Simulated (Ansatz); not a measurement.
# C₄H₃S radical: up Jacob's ladder to CCSD(T)

An exercise on one series of results from a longer session: the logs are not shown, and one member is left open.

Program: Ansatz 0.2.0, Gaussian basis. Level of theory: functionals in def2-TZVPP, the program's frozen cores in correlated methods. These are calculated values, not measurements.

The runs, in order: LDA (SPW92), PBE-D4, revPBE-D4, BLYP-D4, r2SCAN-D4, B97M-V, PBE0-D4, B3LYP-D4, r2SCANh-D4, r2SCAN0-D4, HSE06-D4, BHLYP-D4, CAM-B3LYP-D4, LC-ωPBE, ωB97X-V, ωB97M-V, B2PLYP, PBE-QIDH; CCSD(T)/def2-SVP; CCSD(T)/def2-TZVPP; MP2/def2-QZVPP; extrapolation to the limit; RPA on PBE.

## Structure used throughout

All runs share one geometry, relaxed beforehand with PBE0-D4 in a triple-zeta def2 set.

8 atoms, charge 0, spin multiplicity 2.

Atoms are counted from 1 here; the program's logs count them from 0.

Bond lengths: C1–C2 1.404 Å, C1–C5 1.345 Å, C2–C3 1.367 Å, C2–H6 1.080 Å, C3–S4 1.708 Å, C3–H7 1.080 Å, S4–C5 1.724 Å, C5–H8 1.078 Å. Angles: C2–C1–C5 117.7°, C1–C2–C3 109.4°, C1–C2–H6 125.9°, C3–C2–H6 124.7°, C2–C3–S4 112.2°, C2–C3–H7 127.9°, S4–C3–H7 119.9°, C3–S4–C5 92.8°, C1–C5–S4 108.0°, C1–C5–H8 131.0°, S4–C5–H8 121.1°.

The first run:

File in.yaml:

```yaml
crystal:
  periodic: [false, false, false]
  atoms:
    - {symbol: C, position_ang: [-0.997166, 0.465468, 0.440806]}
    - {symbol: C, position_ang: [0.359948, 0.740659, 0.672986]}
    - {symbol: C, position_ang: [1.129387, -0.087089, -0.096574]}
    - {symbol: S, position_ang: [0.185515, -1.143135, -1.050274]}
    - {symbol: C, position_ang: [-1.295269, -0.503655, -0.442675]}
    - {symbol: H, position_ang: [0.748265, 1.486961, 1.350928]}
    - {symbol: H, position_ang: [2.207156, -0.130556, -0.152137]}
    - {symbol: H, position_ang: [-2.245740, -0.885650, -0.778761]}
basis:
  gaussian: {orbitals: def2-TZVPP}
magnetization: {spin_polarized: true, initial_magnetization: 1}
hamiltonian: {xc: lda}
output: {orbitals: {seedname: orbitals}}
```

Started as:

```
$ ansatz run in.yaml --threads 4 --pin off --events-out ev --progress --plain --max-ram 10444MiB
```

Steps of the session up to this table: LDA; PBE-D4 (GGA); revPBE-D4 (GGA); BLYP-D4 (GGA); r2SCAN-D4 (meta-GGA); B97M-V (meta-GGA); B3LYP-D4 (hybrid); r2SCANh-D4 (hybrid); r2SCAN0-D4 (hybrid); HSE06-D4 (hybrid); BHLYP-D4 (hybrid); CAM-B3LYP-D4 (range-separated); LC-ωPBE (range-separated); ωB97X-V (range-separated); ωB97M-V (range-separated); B2PLYP (double hybrid); PBE-QIDH (double hybrid).

One table of the session follows, with a row left open; its other results are not shown here.

It belongs to the step «Orbital energies across the functionals». 

```
  functional  HOMO (eV)  LUMO (eV)  gap (eV)
 LDA (SPW92)      -6.06      -4.32      1.74
      PBE-D4      -6.01      -3.77      2.24
   revPBE-D4      -5.94      -3.62      2.32
     BLYP-D4      -5.83      -3.81      2.01
   r2SCAN-D4      -6.18      -3.10      3.08
      B97M-V      -6.13      -3.52      2.62
     PBE0-D4      -7.05      -2.53      4.52
    B3LYP-D4      -6.82      -3.02      3.80
  r2SCANh-D4      -6.58      -2.69      3.89
  r2SCAN0-D4      -7.17      -2.08      5.08
    HSE06-D4      -6.65      -2.92      3.73
    BHLYP-D4          ?          ?         ?
CAM-B3LYP-D4      -8.30      -1.56      6.75
     LC-ωPBE      -9.66       0.02      9.69
     ωB97X-V      -9.29      -0.59      8.70
     ωB97M-V      -9.16      -0.67      8.48
```

**Question.** Estimate the row for BHLYP-D4.

Worked estimate for «HOMO (eV)». Against the share of exact exchange, BLYP-D4 (0, -5.83), B3LYP-D4 (0.2, -6.82) give a slope of -4.95 per unit share; at 0.5 the line stands at -8.30.

As computed: HOMO (eV): -7.89; LUMO (eV): -1.45; gap (eV): 6.44. In «HOMO (eV)» the line misses by -0.41.
